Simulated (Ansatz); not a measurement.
Relaxation of CH2BO (5 atoms, charge 1, multiplicity 1), to a largest force component of 0.02 eV/Å in at most 50 steps.

Method: RKS PBE0-D4/def2-SVP in Ansatz 0.2.0.

```xyz
5
Properties=species:S:1:pos:R:3:forces:R:3
C -0.752 -0.377 1.017 -1.57 -1.52 2.75
B 0.063 0.027 -0.078 0.07 4.19 -3.69
O 0.754 0.381 -1.017 1.13 0.98 -1.88
H 0.385 -0.952 0.476 0.23 -3.80 3.08
H 1.299 0.655 -1.759 0.13 0.16 -0.25
```

Where does it end, and by what steps?

It converged. Limits of this set-up: the dipole of an ion depends on the origin. After 23 steps the energy has fallen by 2.832 eV; H4 moved furthest, 1.31 Å. Parted: B2–H4. Joined: C1–H4.

| step | energy less start (eV) | largest force component (eV/Å) | accepted |
| --- | --- | --- | --- |
| 0 | 0.0000 | 4.186 | yes |
| 1 | -0.7464 | 2.675 | yes |
| 2 | -1.4018 | 1.642 | yes |
| 3 | -1.9265 | 1.415 | yes |
| 4 | -2.2165 | 1.035 | yes |
| 5 | -2.4413 | 0.641 | yes |
| 6 | -2.5640 | 1.059 | yes |
| 7 | -2.6934 | 0.820 | yes |
| 8 | -2.7201 | 0.759 | yes |
| 9 | -2.7266 | 0.204 | yes |
| 10 | -2.7282 | 0.039 | yes |
| 11 | -2.7299 | 0.143 | yes |
| 12 | -2.7331 | 0.190 | yes |
| 13 | -2.7398 | 0.206 | yes |
| 14 | -2.7512 | 0.335 | yes |
| 15 | -2.7660 | 0.462 | yes |
| 16 | -2.6830 | 2.288 | no |
| 17 | -2.8139 | 0.338 | yes |
| 18 | -2.8248 | 0.170 | yes |
| 19 | -2.6926 | 1.861 | no |
| 20 | -2.8244 | 0.431 | no |
| 21 | -2.8321 | 0.098 | yes |
| 22 | -2.8324 | 0.028 | yes |
| 23 | -2.8324 | 0.016 | yes |

```xyz
5
Properties=species:S:1:pos:R:3
C -0.268 -0.598 0.766
B 0.328 0.077 -0.366
O 0.621 0.860 -1.312
H -0.292 -1.413 1.496
H 1.360 0.807 -1.945
```

Whether the end is a true minimum wasn't checked by a vibrational analysis.

The run took 28 s on 1 CPU thread of a shared host.
